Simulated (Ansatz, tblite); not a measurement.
Cost and result up the ladder for the cluster Li3H⁻ (4 atoms). Total charge -1; doublet. Geometry: PBE0-D4/def2-TZVPD.

```tsv
atom	x (Å)	y (Å)	z (Å)
Li1	1.302	1.206	1.569
Li2	-1.342	0.179	0.352
Li3	0.889	-0.600	-0.898
H4	-0.848	-0.786	-1.022
```

Ansatz on 4 threads of Arm Neoverse V1 on a shared host; xTB runs through tblite on one thread. Times are rough, summed over both states, and most runs start from the orbitals of an earlier one. RPA@PBE/def2-TZVPD serves as the yardstick here, not as an exact answer. The other state is a quartet at its own geometry, which has other bonds, so the gap mixes isomer and spin.

The xTB rows come from tblite. LC-ωPBE has ω = 0.4 bohr⁻¹. Correlated methods freeze no core orbitals; core or outer-core shells of Li are correlated, in sets that lack core-valence functions. In CCSD on the charge -1 doublet the largest single amplitude is 0.29, so its Hartree–Fock determinant may place the open shell otherwise than the density functionals do. The structure comes from a short search, and lower isomers may exist.

Run but left out: HF/STO-3G, HF/def2-TZVPD, HF/def2-TZVPPD, MP2/def2-TZVPD, MP2/def2-TZVPPD (doublet: ⟨S²⟩ 1.28 to 1.41, where a pure state has 0.75).

Correlated methods converge slowly with the basis.

xTB has no spin-polarisation term.

| level | functions | wall time | quartet − doublet (eV) | difference from RPA@PBE/def2-TZVPD (eV) | remarks |
| --- | --- | --- | --- | --- | --- |
| GFN1-xTB | 14 | 0.002 s | 1.73 | 1.70 | – |
| GFN2-xTB | 13 | 0.004 s | 2.33 | 2.30 | – |
| PBE-D4/def2-TZVPD (with forces) | 60 | 1.1 s | 0.12 | 0.10 | HOMO above zero (doublet), HOMO above zero (quartet) |
| revPBE-D4/def2-TZVPD | 60 | 1.1 s | 0.09 | 0.06 | HOMO above zero (doublet), HOMO above zero (quartet) |
| BLYP-D4/def2-TZVPD | 60 | 1.2 s | 0.16 | 0.13 | HOMO above zero (doublet), HOMO above zero (quartet) |
| CAM-B3LYP-D4/def2-TZVPD | 60 | 1.3 s | 0.15 | 0.13 | HOMO above zero (doublet) |
| RPA@PBE/def2-TZVPD | 60 | 1.3 s | 0.03 | 0.00 | – |
| LC-ωPBE/def2-TZVPD | 60 | 2.2 s | 0.10 | 0.07 | spin-contaminated (⟨S²⟩ 0.86) (doublet) |
| PBE0-D4/def2-TZVPD | 60 | 2.4 s | 0.10 | 0.07 | HOMO above zero (doublet) |
| r2SCAN-D4/def2-TZVPD | 60 | 3.1 s | 0.05 | 0.02 | HOMO above zero (doublet), HOMO above zero (quartet), spin-contaminated (⟨S²⟩ 0.92) (doublet) |
| r2SCAN0-D4/def2-TZVPD | 60 | 3.1 s | 0.07 | 0.04 | HOMO above zero (doublet), spin-contaminated (⟨S²⟩ 0.91) (doublet) |
| CCSD(T)/def2-TZVPPD | 83 | 4.7 s | 0.14 | 0.11 | large T1 (0.099) (doublet), spin-contaminated (⟨S²⟩ 1.32) (doublet) |
